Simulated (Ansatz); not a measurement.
Ansatz (an electronic-structure program) input (MP2/6-311+G**): The .json file is the Basis Set Exchange's 6-311+G**.

Ansatz 0.2 input:
```yaml
crystal:
  periodic: [false, false, false]
  atoms:
    - {symbol: Cl, position_ang: [0.00000000, 0.00000000, 0.00000000]}
basis:
  gaussian:
    orbitals: 6-311+G__.json
total_charge: -1
magnetization: {spin_polarized: false}
correlation: {method: mp2, electrons: outside_noble_gas}
scf: {lower_state_search: full}
```

**Question.** What final total energy does it give?

**Answer.** -459.70464 Eh.
